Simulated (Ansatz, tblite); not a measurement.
# AlCl2Br (AlBrCl2): removing an electron

Aim: the energy of removing an electron for AlCl2Br (AlBrCl2), by energy differences, and how well orbital energies stand in for it.

Program: Ansatz 0.2.0, Gaussian basis. Level of theory: as each input shows. These are calculated values, not measurements.

The runs, in order: charge +1 doublet, at the geometry of the singlet (PBE0-D4/def2-TZVP, PBE-D4/def2-TZVP, r2SCAN-D4/def2-TZVP); the starting singlet's energies come from earlier runs.

## 1. The relaxed structure

The singlet was relaxed beforehand with B3LYP-D4/def2-SVP.

4 atoms, charge 0, spin multiplicity 1.

Atoms are counted from 1 here; the program's logs count them from 0.

Bond lengths: Al1–Cl2 2.087 Å, Al1–Cl3 2.087 Å, Al1–Br4 2.237 Å. Angles: Cl2–Al1–Cl3 119.5°, Cl2–Al1–Br4 120.3°, Cl3–Al1–Br4 120.3°.

Geometry (Å):

```xyz
4
AlBrCl2
Al    0.01693    0.02846   -0.00007
Cl    2.10389    0.01145    0.01274
Cl   -0.99432    1.85410   -0.01772
Br   -1.12650   -1.89401    0.00506
```

## 2. Charge +1 doublet at the fixed geometry, first pass, PBE0-D4/def2-SVP

in.yaml

```yaml
crystal:
  periodic: [false, false, false]
  atoms:
    - {symbol: Al, position_ang: [0.016928, 0.028464, -0.000075]}
    - {symbol: Cl, position_ang: [2.103890, 0.011454, 0.012743]}
    - {symbol: Cl, position_ang: [-0.994317, 1.854095, -0.017716]}
    - {symbol: Br, position_ang: [-1.126502, -1.894014, 0.005058]}
basis:
  gaussian: {orbitals: def2-SVP}
total_charge: 1
magnetization: {spin_polarized: true, initial_magnetization: 1}
hamiltonian: {xc: pbe0, dispersion: d4}
output: {orbitals: {seedname: orbitals}}
```

Started as:

```console
$ ansatz run in.yaml --threads 4 --pin off --events-out ev --progress --plain --max-ram 3916MiB
```

Output:

```text
Functional definition: PBE0
  name "PBE0"
  cite "Adamo & Barone, J. Chem. Phys. 110, 6158 (1999) doi:10.1063/1.478522"
  cite "Perdew, Burke & Ernzerhof, Phys. Rev. Lett. 77, 3865 (1996) doi:10.1103/PhysRevLett.77.3865"
  parent pbe
  parameter a = 0.25
  parameter kappa = 0.804
  parameter beta = 0.06672455060314922
  exchange = (1 - a)*pbe_x(kappa = kappa, mu = beta*pi^2/3) + a*exact_x
  correlation = pbe_c(beta = beta)
777 factors; integrals over basis functions are off by at most 1.1e-3 eV
mean field evaluation 1: about -101642.5806 eV, gradient 2.0e1 eV
mean field evaluation 2: about -101635.9394 eV, gradient 3.7e1 eV
mean field evaluation 4: about -101645.2541 eV, gradient 4.4e0 eV
mean field evaluation 8: about -101645.4290 eV, gradient 2.7e-1 eV
mean field evaluation 16: about -101645.4295 eV, gradient 5.5e-4 eV
mean field evaluation 32: about -101644.8565 eV, gradient 5.5e0 eV
mean field -101645.42947722 eV, -3735.4006355413 hartree, gradient 1.4e-5 eV, S^2 0.754591; 4 other end points of the search recorded, 0 dependent functions left out
reference -101645.42950130 eV, -3735.4006364261 hartree; 41, 40 occupied and 45, 46 virtual orbitals, 777 factors
Total energy: -101645.55113974 eV, -3735.4051065563 hartree
```

Run time: 2.7 s. Hardware: 4 threads of Arm Neoverse V2, shared host.

Report: HOMO -14.82 eV, LUMO -13.16 eV (over both spins); ⟨S²⟩ 0.755 (pure: 0.75).

## 3. Charge +1 doublet at the fixed geometry, PBE0-D4/def2-TZVP

start.molden holds the orbitals of an earlier run on this state, given as this run's starting guess.

in.yaml, as its differences from that of step 2:

```diff
@@ -8,3 +8,3 @@
 basis:
-  gaussian: {orbitals: def2-SVP}
+  gaussian: {orbitals: def2-TZVP, initial_orbitals: start.molden}
 total_charge: 1
@@ -12,2 +12,3 @@
 hamiltonian: {xc: pbe0, dispersion: d4}
+scf: {omitted_lower_state_checks: [starts]}
 output: {orbitals: {seedname: orbitals}}
```

Launched as before.

Output:

```text
Functional definition: PBE0
  name "PBE0"
  cite "Adamo & Barone, J. Chem. Phys. 110, 6158 (1999) doi:10.1063/1.478522"
  cite "Perdew, Burke & Ernzerhof, Phys. Rev. Lett. 77, 3865 (1996) doi:10.1103/PhysRevLett.77.3865"
  parent pbe
  parameter a = 0.25
  parameter kappa = 0.804
  parameter beta = 0.06672455060314922
  exchange = (1 - a)*pbe_x(kappa = kappa, mu = beta*pi^2/3) + a*exact_x
  correlation = pbe_c(beta = beta)
these checks for a lower state are left out or cut short: starts
1228 factors; their error is unknown
mean field evaluation 1: about -101662.1508 eV, gradient 1.3e2 eV
mean field evaluation 2: about -101664.2894 eV, gradient 3.5e0 eV
mean field evaluation 4: about -101664.8803 eV, gradient 2.9e-1 eV
mean field evaluation 8: about -101664.8805 eV, gradient 2.1e-5 eV
mean field -101664.88051702 eV, -3736.1154480694 hartree, gradient 2.0e-5 eV, S^2 0.755674; 0 other end points of the search recorded, 0 dependent functions left out
reference -101664.88054391 eV, -3736.1154490576 hartree; 41, 40 occupied and 118, 119 virtual orbitals, 1228 factors
Total energy: -101665.00218235 eV, -3736.1199191878 hartree
Checks for a lower state left out: starts
```

Wall time 6 s (4 threads of Arm Neoverse V2, shared host); peak memory 0.65 GiB.

From the report: HOMO -14.70 eV, LUMO -13.05 eV (over both spins); ⟨S²⟩ 0.756 (pure: 0.75).

## 4. Charge +1 doublet at the fixed geometry, PBE-D4/def2-TZVP

in.yaml, as its differences from that of step 3:

```diff
@@ -11,3 +11,3 @@
 magnetization: {spin_polarized: true, initial_magnetization: 1}
-hamiltonian: {xc: pbe0, dispersion: d4}
+hamiltonian: {xc: pbe, dispersion: d4}
 scf: {omitted_lower_state_checks: [starts]}
```

Same command.

Output:

```text
Functional definition: PBE
  name "PBE"
  cite "Perdew, Burke & Ernzerhof, Phys. Rev. Lett. 77, 3865 (1996) doi:10.1103/PhysRevLett.77.3865"
  parent pbe
  parameter kappa = 0.804
  parameter beta = 0.06672455060314922
  exchange = pbe_x(kappa = kappa, mu = beta*pi^2/3)
  correlation = pbe_c(beta = beta)
these checks for a lower state are left out or cut short: starts
1147 factors; their error is unknown
mean field evaluation 1: about -101660.1940 eV, gradient 1.1e1 eV
mean field evaluation 2: about -101660.3161 eV, gradient 2.6e-1 eV
mean field evaluation 4: about -101660.2922 eV, gradient 4.8e-2 eV
mean field evaluation 8: about -101660.2922 eV, gradient 8.7e-6 eV
mean field -101660.29217648 eV, -3735.9468296646 hartree, gradient 8.7e-6 eV, S^2 0.751887; 0 other end points of the search recorded, 0 dependent functions left out
reference -101660.29221230 eV, -3735.9468309811 hartree; 41, 40 occupied and 118, 119 virtual orbitals, 1147 factors
Total energy: -101660.43178875 eV, -3735.9519603208 hartree
Checks for a lower state left out: starts
```

It took 2.4 s on 4 threads of Arm Neoverse V2, shared host.

HOMO -13.69 eV, LUMO -13.33 eV (over both spins); ⟨S²⟩ 0.752 (pure: 0.75).

## 5. Charge +1 doublet at the fixed geometry, r2SCAN-D4/def2-TZVP

in.yaml, as its differences from that of step 4:

```diff
@@ -11,3 +11,3 @@
 magnetization: {spin_polarized: true, initial_magnetization: 1}
-hamiltonian: {xc: pbe, dispersion: d4}
+hamiltonian: {xc: r2scan, dispersion: d4}
 scf: {omitted_lower_state_checks: [starts]}
```

Same command.

Output:

```text
Functional definition: r2SCAN
  name "r2SCAN"
  cite "Furness, Kaplan, Ning, Perdew & Sun, J. Phys. Chem. Lett. 11, 8208 (2020) doi:10.1021/acs.jpclett.0c02405"
  cite "Furness, Kaplan, Ning, Perdew & Sun, J. Phys. Chem. Lett. 11, 9248 (2020) doi:10.1021/acs.jpclett.0c03077"
  parent r2scan
  parameter k0 = 0.174
  parameter k1 = 0.065
  parameter a1 = 4.9479
  exchange = r2scan_x(k0 = k0, k1 = k1, a1 = a1)
  correlation = r2scan_c
these checks for a lower state are left out or cut short: starts
1147 factors; their error is unknown
mean field evaluation 1: about -101681.8610 eV, gradient 7.8e0 eV
mean field evaluation 2: about -101681.9088 eV, gradient 1.3e-1 eV
mean field evaluation 4: about -101681.8794 eV, gradient 6.0e-3 eV
mean field evaluation 8: about -101681.8794 eV, gradient 7.3e-5 eV
mean field -101681.87935626 eV, -3736.7401438894 hartree, gradient 6.8e-6 eV, S^2 0.753592; 0 other end points of the search recorded, 0 dependent functions left out
reference -101681.87936809 eV, -3736.7401443241 hartree; 41, 40 occupied and 118, 119 virtual orbitals, 1147 factors
Total energy: -101681.90991257 eV, -3736.7412668128 hartree
Checks for a lower state left out: starts
```

Run time: 7 s. Hardware: 4 threads of Arm Neoverse V2, shared host.

From the report: HOMO -14.09 eV, LUMO -13.53 eV (over both spins); ⟨S²⟩ 0.754 (pure: 0.75).

## 6. Vertical ionisation energy

Charged state less starting state, singlet to doublet; the starting state's energies are those of its earlier runs.

| level | vertical ionisation energy (eV) | time |
| --- | --- | --- |
| PBE-D4/def2-TZVP | +10.52 | 3.5 s |
| r2SCAN-D4/def2-TZVP | +10.80 | 9.9 s |
| PBE0-D4/def2-TZVP | +11.05 | 8.6 s |

Times add the two runs; a level without a time comes out of a correlated run.

Beside −ε(HOMO) of the starting state:

| level | −ε(HOMO) (eV) | by difference (eV) | mismatch (eV) |
| --- | --- | --- | --- |
| PBE-D4/def2-TZVP | 7.65 | 10.52 | -2.87 |
| r2SCAN-D4/def2-TZVP | 8.01 | 10.80 | -2.80 |
| PBE0-D4/def2-TZVP | 8.98 | 11.05 | -2.07 |

## 7. Summary of results

| quantity | value |
| --- | --- |
| vertical ionisation energy, functionals in def2-TZVP | 10.52 (PBE-D4) to 11.05 eV (PBE0-D4) |

**Reading.** The vertical ionisation energy spans 10.52 to 11.05 eV over the functionals. −ε(HOMO) misses the level's own difference by -2.07 eV at best (PBE0-D4) and -2.87 eV at worst (PBE-D4).
